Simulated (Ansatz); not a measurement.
`C[C@@H]1O[C@H]1F` + CH₄ → `C[C@@H]1O[C@H]1C` + H–F  (formal exchange of groups at a C–F bond)

Program: Ansatz. Geometries: PBE0-D4/def2-TZVP. ΔE: electronic, gas phase. CCSD(T)/CBS is the MP2 limit (def2-TZVPP, def2-QZVPP) plus CCSD(T) − MP2 in def2-TZVPP, frozen cores. This one scheme is used for every species. Functionals use def2-TZVPP.

| level | ΔE (kJ/mol) |
| --- | --- |
| PBE0-D4 | -17.0 |
| SCS-MP2/def2-TZVPP | -24.7 |
| SCS-MP2/def2-QZVPP | -28.0 |
| MP2/CBS(def2) | -37.0 |

(1) What does CCSD(T)/CBS give? (Best estimate.)

Largest T1 diagnostic among the species: 0.012.

Results:

(1) The calculation gave: -28.0 kJ/mol. The listed levels differ from it by 11.0, 3.3, 0.0, -9.0 kJ/mol.

In def2-TZVPP, CCSD(T) changes the Hartree–Fock value by −17.8 kJ/mol (the triples alone add −0.7 kJ/mol) and MP2 by −26.8 kJ/mol. From PBE to PBE0 (25 % exact exchange), in def2-TZVPP and without D4, ΔE moves by −5.8 kJ/mol.
